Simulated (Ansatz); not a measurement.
Ansatz (a program for electronic structure) input (B3LYP-D3(BJ)/def2-TZVP):

Ansatz 0.2 input:
```yaml
crystal:
  periodic: [false, false, false]
  atoms:
    - {symbol: F, position_ang: [-1.06082957, -0.78148317, -0.05094566]}
    - {symbol: C, position_ang: [-0.01172577, -0.01334905, 0.00251224]}
    - {symbol: F, position_ang: [1.09305087, -0.69581500, -0.08287033]}
    - {symbol: H, position_ang: [-0.02347962, 0.63101581, 0.94934463]}
    - {symbol: H, position_ang: [-0.05637370, 0.79840164, -0.80389259]}
basis:
  gaussian:
    orbitals: def2-TZVP
hamiltonian:
  xc: b3lyp
  dispersion: d3bj
total_charge: 1
magnetization: {spin_polarized: true, initial_magnetization: 1}
relax: {f_tol: 0.002, max_steps: 150}
```

End of the output:

```
these checks for a lower state are left out or cut short: starts, cluster_reference, orbital_swaps, neighbouring_geometries, increment
integrals: 0.02 GiB planned
580 factors; their error is unknown
mean field: 0.31 GiB planned
mean field -6493.60297349 eV, -238.6355077536 hartree, gradient 1.8e-5 eV, S^2 0.753618; 0 other end points of the search recorded, 0 dependent functions left out
the calculation of the forces begins
reference -6493.60313348 eV, -238.6355136329 hartree; 13, 12 occupied and 92, 93 virtual orbitals, 580 factors
relax step   6: F+E_penalty+E_count = -6493.66763716 eV  Δ(F+E_penalty+E_count) = -8.058e-10 eV  max|allowed force component| = 3.184e-3 eV/Å  Δτ_max = 0.0000 Å  (21 SCF iters, accepted)
these checks for a lower state are left out or cut short: starts, cluster_reference, orbital_swaps, neighbouring_geometries, increment
integrals: 0.02 GiB planned
580 factors; their error is unknown
mean field: 0.31 GiB planned
mean field -6493.60297515 eV, -238.6355078146 hartree, gradient 6.8e-5 eV, S^2 0.753621; 0 other end points of the search recorded, 0 dependent functions left out
the calculation of the forces begins
reference -6493.60313513 eV, -238.6355136937 hartree; 13, 12 occupied and 92, 93 virtual orbitals, 580 factors
relax step   7: F+E_penalty+E_count = -6493.66763913 eV  Δ(F+E_penalty+E_count) = -1.966e-6 eV  max|allowed force component| = 5.389e-4 eV/Å  Δτ_max = 0.0005 Å  (23 SCF iters, accepted)
integrals: 0.02 GiB planned
580 factors; their error is unknown
mean field: 0.31 GiB planned
mean field evaluation 64: about -6493.6030 eV, gradient 4.3e-2 eV
mean field -6493.60297515 eV, -238.6355078146 hartree, gradient 6.8e-5 eV, S^2 0.753621; 1 other end points of the search recorded, 0 dependent functions left out
the calculation of the forces begins
reference -6493.60313513 eV, -238.6355136937 hartree; 13, 12 occupied and 92, 93 virtual orbitals, 580 factors
Total energy: -6493.66779910 eV, -238.6378900509 hartree
Atom 0 at    -1.069510    -0.790663    -0.051694 Å, force     0.000339    -0.000269    -0.000028 eV/Å
Atom 1 at    -0.009528    -0.073191    -0.003028 Å, force    -0.000043     0.000539     0.000049 eV/Å
Atom 2 at     1.102298    -0.704052    -0.083980 Å, force    -0.000295    -0.000307    -0.000020 eV/Å
Atom 3 at    -0.025988     0.675046     0.896992 Å, force     0.000001     0.000008     0.000039 eV/Å
Atom 4 at    -0.056630     0.831630    -0.744140 Å, force    -0.000001     0.000028    -0.000041 eV/Å
Dipole moment:    -0.029137     0.757797     0.072848 e Å
```
